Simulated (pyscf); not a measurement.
Structures and frequencies: ωB97X-D3(BJ)/def2-SVP in PySCF. Correlated levels are frozen-core, on RHF or UHF. ΔMP2 is the change of the MP2 total energy from the triple- to the quadruple-zeta basis.

**Question.** For the elementary gas-phase step `[BH2][Cl]` + `[SiH4]` → `[BH3]` + `[SiH3][Cl]` (singlet surface; B–Cl, H–Si broken, B–H, Cl–Si formed), what barrier and reaction energy does CCSD(T)/def2-TZVPP + ΔMP2(QZVPP) give, measured from the separated reactants?

**Answer.** ΔE‡ = 13.3 kcal/mol, ΔE = +2.9 kcal/mol. Zero-point energy shifts the barrier by +3.5 kcal/mol. It is a four-centre exchange, with an imaginary mode of 329i cm⁻¹. On the product side the descent ends in a complex, 6.4 kcal/mol under the separated species and 14.4 kcal/mol under the saddle at ωB97X-D3(BJ)/def2-TZVP. At ωB97X-D3(BJ) the barrier from the zero used here is 9.4 kcal/mol. One saddle was located; it need not be the lowest between these sides. The CCSD(T) − MP2 part came from Ansatz, without density fitting, on the same reference.
